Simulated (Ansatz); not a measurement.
Consider the formal loss of a carbene: `C=C=C(F)CN` → `C=C=C(N)F` + `[CH2]` (triplet).

Gas-phase electronic energies from Ansatz, PBE0-D4/def2-TZVP geometries. CCSD(T)/CBS is the MP2 limit (def2-TZVPP, def2-QZVPP) plus CCSD(T) − MP2 in def2-TZVPP, frozen cores. This one scheme is used for every species. DFT in def2-TZVPP. B3LYP here is the variant with VWN-RPA as its local correlation; programs differ in this. Triplets are unrestricted, without spin–orbit coupling. Each species was taken in one conformer, which may not be the lowest.

```json
{"level": "PBE-D4", "ΔE (kJ/mol)": "415.3", "difference from CCSD(T)/CBS": "-3.0"}
{"level": "r2SCAN-D4", "ΔE (kJ/mol)": "386.2", "difference from CCSD(T)/CBS": "-32.1"}
{"level": "PBE0-D4", "ΔE (kJ/mol)": "408.3", "difference from CCSD(T)/CBS": "-10.0"}
{"level": "B3LYP-D4", "ΔE (kJ/mol)": "405.0", "difference from CCSD(T)/CBS": "-13.3"}
{"level": "ωB97X-V", "ΔE (kJ/mol)": "425.7", "difference from CCSD(T)/CBS": "7.4"}
{"level": "ωB97M-V", "ΔE (kJ/mol)": "417.2", "difference from CCSD(T)/CBS": "-1.1"}
{"level": "B2PLYP", "ΔE (kJ/mol)": "404.1", "difference from CCSD(T)/CBS": "-14.2"}
{"level": "PBE", "ΔE (kJ/mol)": "409.1", "difference from CCSD(T)/CBS": "-9.2"}
{"level": "r2SCAN", "ΔE (kJ/mol)": "384.4", "difference from CCSD(T)/CBS": "-33.9"}
{"level": "PBE0", "ΔE (kJ/mol)": "403.0", "difference from CCSD(T)/CBS": "-15.3"}
{"level": "B3LYP", "ΔE (kJ/mol)": "395.3", "difference from CCSD(T)/CBS": "-23.0"}
{"level": "HF/def2-TZVPP", "ΔE (kJ/mol)": "271.8", "difference from CCSD(T)/CBS": "-146.5"}
{"level": "MP2/def2-TZVPP", "ΔE (kJ/mol)": "416.8", "difference from CCSD(T)/CBS": "-1.5"}
{"level": "SCS-MP2/def2-TZVPP", "ΔE (kJ/mol)": "419.6", "difference from CCSD(T)/CBS": "1.3"}
{"level": "CCSD/def2-TZVPP", "ΔE (kJ/mol)": "396.0", "difference from CCSD(T)/CBS": "-22.3"}
{"level": "CCSD(T)/def2-TZVPP", "ΔE (kJ/mol)": "406.4", "difference from CCSD(T)/CBS": "-11.9"}
{"level": "HF/def2-QZVPP", "ΔE (kJ/mol)": "272.4", "difference from CCSD(T)/CBS": "-145.9"}
{"level": "MP2/def2-QZVPP", "ΔE (kJ/mol)": "423.8", "difference from CCSD(T)/CBS": "5.5"}
{"level": "SCS-MP2/def2-QZVPP", "ΔE (kJ/mol)": "427.9", "difference from CCSD(T)/CBS": "9.6"}
{"level": "HF/CBS(def2)", "ΔE (kJ/mol)": "272.4", "difference from CCSD(T)/CBS": "-145.9"}
{"level": "MP2/CBS(def2)", "ΔE (kJ/mol)": "428.6", "difference from CCSD(T)/CBS": "10.3"}
{"level": "CCSD/CBS(def2)", "ΔE (kJ/mol)": "407.9", "difference from CCSD(T)/CBS": "-10.4"}
{"level": "CCSD(T)/CBS", "ΔE (kJ/mol)": "418.3", "difference from CCSD(T)/CBS": "0"}
```

Largest T1 diagnostic among the species: 0.012.

From PBE to PBE0 (25 % exact exchange), in def2-TZVPP and without D4, ΔE moves by −6.1 kJ/mol. In def2-TZVPP, CCSD(T) changes the Hartree–Fock value by +134.6 kJ/mol (the triples alone add +10.4 kJ/mol) and MP2 by +145.0 kJ/mol.
